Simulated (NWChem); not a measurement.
A series in which one site is exchanged, each optimised at PBE0/def2-SVP with NWChem, gas phase unless a solvent is named. For some, no frequency run checked for a minimum. def2 effective core potentials on Zr; no spin-orbit coupling.

A: [F][TiH2][F] (TiH$_{2}$F$_{2}$; site = Ti)
B: [F][ZrH2][F] (ZrH2F2; site = Zr)
C: FCF (CH2F2; site = C)
D: [F][GeH2][F] (GeH$_{2}$F$_{2}$; site = Ge)

Rank them by static polarisability, B3LYP/def2-SVPD (bohr³), lowest first.

C (17.7), D (30.1), A (39.2), B (44.6)
